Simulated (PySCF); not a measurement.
## Aluminium: a sound run and one with changed settings

Sound run: Al [Ne] 3s2 3p1, Al+ [Ne] 3s2. All numbers are calculated (PySCF 2.14, the non-relativistic Hamiltonian (point nucleus), in def2-TZVP (5s5p2d1f, 37 functions)). In the sound run the correlated levels freeze [Ne]. The sound run starts from symmetry-adapted Hartree-Fock orbitals and uses a fine grid where one is needed.

Changed run: initial guess minao, at most 8 SCF cycles. This setting is unsound on purpose.

```json
{"species": "Al", "method": "UHF", "sound run (hartree)": "-241.87435", "changed run (hartree)": "-241.87435", "converged": "no"}
{"species": "Al", "method": "LDA", "sound run (hartree)": "-241.31129", "changed run (hartree)": "-241.31129", "converged": "yes"}
{"species": "Al", "method": "TPSS", "sound run (hartree)": "-242.37976", "changed run (hartree)": "-242.37976", "converged": "yes"}
{"species": "Al+", "method": "UHF", "sound run (hartree)": "-241.66873", "changed run (hartree)": "-241.66873", "converged": "yes"}
{"species": "Al+", "method": "LDA", "sound run (hartree)": "-241.09000", "changed run (hartree)": "-241.09000", "converged": "yes"}
{"species": "Al+", "method": "TPSS", "sound run (hartree)": "-242.15436", "changed run (hartree)": "-242.15436", "converged": "yes"}
{"species": "Al+", "method": "MP2", "sound run (hartree)": "-241.69600", "changed run (hartree)": "-241.69600", "converged": "yes"}
{"species": "Al+", "method": "CCSD(T)", "sound run (hartree)": "-241.70808", "changed run (hartree)": "-241.70808", "converged": "yes"}
```

Ionisation energy of Al:

| method | sound run (eV) | changed run (eV) |
| --- | --- | --- |
| LDA | 6.021 | 6.021 |
| TPSS | 6.133 | 6.133 |

The SCF was stopped early; the energies are upper bounds that still move, and correlated levels were skipped or rest on poor orbitals.

For comparison, NIST gives 5.986 eV between the lowest levels.
